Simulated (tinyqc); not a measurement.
Inside a calculation. Method: UHF in the sto-3g basis, for BH, spin multiplicity 1. This run ends on a higher stationary point, not on the lowest solution. One step of it, computed by the program tinyqc.

Task: Iteration 1: diagonalisation and new density. Diagonalise F' = X^T F X, C = X C', fill 3 alpha and 3 beta electrons from the bottom; D(s) = C_occ C_occ^T. Each column has its largest component positive (the first on a tie).

F(alpha) (hartree), lower triangle:
```
            1B 1s      1B 2s     1B 2px    1B 2py     1B 2pz      2H 1s
1B 1s   -7.111703
1B 2s   -2.131565  -0.654190
1B 2px   0.000000   0.000000   0.053505
1B 2py   0.000000   0.000000  -0.165906  0.357633
1B 2pz   0.031470  -0.127511   0.000000  0.000000   0.128889
2H 1s   -0.225916  -0.301290   0.000000  0.000000  -0.287182  -0.147220
```

F(beta) (hartree), lower triangle:
```
            1B 1s      1B 2s     1B 2px    1B 2py     1B 2pz      2H 1s
1B 1s   -7.111703
1B 2s   -2.131565  -0.654190
1B 2px   0.000000   0.000000  -0.016120
1B 2py   0.000000   0.000000   0.038757  0.427259
1B 2pz   0.031470  -0.127511   0.000000  0.000000   0.128889
2H 1s   -0.225916  -0.301290   0.000000  0.000000  -0.287182  -0.147220
```

X, lower triangle:
```
            1B 1s      1B 2s    1B 2px    1B 2py     1B 2pz     2H 1s
1B 1s    1.029639
1B 2s   -0.146973   1.070882
1B 2px   0.000000   0.000000  1.000000
1B 2py   0.000000   0.000000  0.000000  1.000000
1B 2pz  -0.006496   0.047189  0.000000  0.000000   1.052843
2H 1s    0.020729  -0.177233  0.000000  0.000000  -0.199522  1.093036
```

Give: F' = X^T F X; orbital energies; coefficients C; F' = X^T F X; orbital energies; coefficients C; D(alpha) after iteration 1; D(beta) after iteration 1.

Result:

F' = X^T F X (alpha) (hartree), lower triangle:
```
         1        2        3       4        5       6
1  -6.9170
2  -1.1866  -0.1431
3   0.0000   0.0000   0.0535
4   0.0000   0.0000  -0.1659  0.3576
5   0.0308  -0.0417   0.0000  0.0000   0.2492
6   0.0115  -0.2504   0.0000  0.0000  -0.3329  0.0438
```

orbital energies (alpha) (hartree): MO1 -7.1190, MO2 -0.3377, MO3 -0.0195, MO4 0.1636, MO5 0.4306, MO6 0.5259

coefficients C (alpha):
```
            MO1      MO2     MO3      MO4      MO5      MO6
1B 1s    0.9905  -0.1518  0.0000  -0.2617   0.0000  -0.0983
1B 2s    0.0339   0.4441  0.0000   0.9016   0.0000   0.4367
1B 2px   0.0000   0.0000  0.9153   0.0000  -0.4027   0.0000
1B 2py   0.0000   0.0000  0.4027   0.0000   0.9153   0.0000
1B 2pz  -0.0025   0.3570  0.0000  -0.4605   0.0000   0.9006
2H 1s   -0.0042   0.6159  0.0000  -0.3120   0.0000  -0.8886
```

F' = X^T F X (beta) (hartree), lower triangle:
```
         1        2        3       4        5       6
1  -6.9170
2  -1.1866  -0.1431
3   0.0000   0.0000  -0.0161
4   0.0000   0.0000   0.0388  0.4273
5   0.0308  -0.0417   0.0000  0.0000   0.2492
6   0.0115  -0.2504   0.0000  0.0000  -0.3329  0.0438
```

orbital energies (beta) (hartree): MO1 -7.1190, MO2 -0.3377, MO3 -0.0195, MO4 0.1636, MO5 0.4306, MO6 0.5259

coefficients C (beta):
```
            MO1      MO2      MO3      MO4     MO5      MO6
1B 1s    0.9905  -0.1518   0.0000  -0.2617  0.0000  -0.0983
1B 2s    0.0339   0.4441   0.0000   0.9016  0.0000   0.4367
1B 2px   0.0000   0.0000   0.9963   0.0000  0.0864   0.0000
1B 2py   0.0000   0.0000  -0.0864   0.0000  0.9963   0.0000
1B 2pz  -0.0025   0.3570   0.0000  -0.4605  0.0000   0.9006
2H 1s   -0.0042   0.6159   0.0000  -0.3120  0.0000  -0.8886
```

D(alpha) after iteration 1, lower triangle:
```
          1B 1s   1B 2s  1B 2px  1B 2py  1B 2pz   2H 1s
1B 1s    1.0041
1B 2s   -0.0338  0.1984
1B 2px   0.0000  0.0000  0.8378
1B 2py   0.0000  0.0000  0.3686  0.1622
1B 2pz  -0.0566  0.1585  0.0000  0.0000  0.1275
2H 1s   -0.0976  0.2734  0.0000  0.0000  0.2199  0.3794
```

D(beta) after iteration 1, lower triangle:
```
          1B 1s   1B 2s   1B 2px  1B 2py  1B 2pz   2H 1s
1B 1s    1.0041
1B 2s   -0.0338  0.1984
1B 2px   0.0000  0.0000   0.9925
1B 2py   0.0000  0.0000  -0.0861  0.0075
1B 2pz  -0.0566  0.1585   0.0000  0.0000  0.1275
2H 1s   -0.0976  0.2734   0.0000  0.0000  0.2199  0.3794
```
